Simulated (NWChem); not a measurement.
System: BF₃; SMILES FB(F)F

```xyz
4

B      0.0000     0.0000    -0.0023
F     -0.3492    -1.2763     0.0004
F     -0.9307     0.9406     0.0004
F      1.2799     0.3357     0.0004
```
Atoms are numbered in this order, from 1.

The geometry was optimised at PBE-D3(BJ)/def2-SVP.

 Unshifted, non-relativistic core excitations; the lowest 4 roots alone, so stronger bands may lie above.

Problem. List the first B K-edge excitations from PBE/def2-TZVP, restricted-window TDA (NWChem).

Solution. 
| state | energy (eV) | dipole oscillator strength | leading excitation (squared amplitude) |
|---|---|---|---|
| S1 | 181.0 | 0.0007 | 1s of atom 1 or its equivalents → LUMO+1 (0.91) |
| S2 | 181.2 | 0.0527 | 1s of atom 1 or its equivalents → LUMO (0.90) |
| S3 | 183.6 | 0.0012 | 1s of atom 1 or its equivalents → LUMO+2 (1.00) |
| S4 | 183.6 | 0.0012 | 1s of atom 1 or its equivalents → LUMO+3 (1.00) |
